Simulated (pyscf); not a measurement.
Single points on ωB97X-D3(BJ)/def2-SVP structures (PySCF, gas phase).

Task: PBE/def2-TZVP puts the barrier of HS–GaH₂ + H• → •S–GaH₂ + H₂ (hydrogen abstraction; doublet surface; H–S broken, H–H formed) at -2.2 kJ/mol and the reaction energy at -62.4 kJ/mol, from the separated reactants. What do PBE0-D3(BJ)/def2-TZVP, M06-2X/def2-TZVP, ωB97M-D3(BJ)/def2-TZVP give on the same structures?

Result: PBE0-D3(BJ): ΔE‡ = 3.3 kJ/mol, ΔE = -58.3 kJ/mol; M06-2X: ΔE‡ = 16.7 kJ/mol, ΔE = -65.8 kJ/mol; ωB97M-D3(BJ): ΔE‡ = 14.3 kJ/mol, ΔE = -62.9 kJ/mol. PBE's barrier lies under all of them, by 5.4 to 18.9 kJ/mol. Its reaction energy lies among theirs. At PBE this geometry lies under the reactants; that is no barrier but a single point on another level's saddle; such a level's own saddle, if it has one, lies nearer that side and is low. •S–GaH₂ lies 37.9 kJ/mol over its isomer [HS–GaH]• (electronic energy, ωB97M-D3(BJ)/def2-TZVP). One saddle was located; it need not be the lowest between these sides. The angle at the transferred H is 174°. Elements up to Kr have no core potential and no relativistic terms here.
